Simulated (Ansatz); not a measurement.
Polycrystal shear modulus (GPa) of solids drawn from the class of elemental solids other than molecular ones, at two levels: PBE (plane waves, PAW; Ansatz, a first-principles code), and r²SCAN (PAW; Ansatz).

```csv
solid,PBE,r²SCAN,shift (%)
fcc Ag,27.9,29.8,+6.8
hcp Cd,13.6,24.7,+82
hcp Zr,34.4,40.9,+18.9
hcp Tl,4.74,4.10,-13.5
hcp Zn,41.8,52.7,+26
fcc Sr,5.71,5.19,-9.1
fcc Ca,8.54,9.46,+10.8
hcp Ti,47.4,51.9,+9.5
hcp Os,263,281,+6.8
hcp Re,176,181,+2.8
```

The shifts run from -13.5 % to +82 %, with a median of +8.2 %.

Over all 10 rows r²SCAN is the larger in 8.

Ansatz's runs of these crystals have no spin polarisation. A magnetic state wasn't tried for hcp Ti with meta-GGA or hybrid levels, which favour moments.

Spin–orbit coupling is left out, also for the solids with elements from indium on (hcp Tl, hcp Os, hcp Re); its size isn't shown.

Each level is taken at its own relaxed cell. Ansatz's density-functional and Hartree–Fock values are scalar-relativistic unless marked +SOC, with PAW data made under PBE.
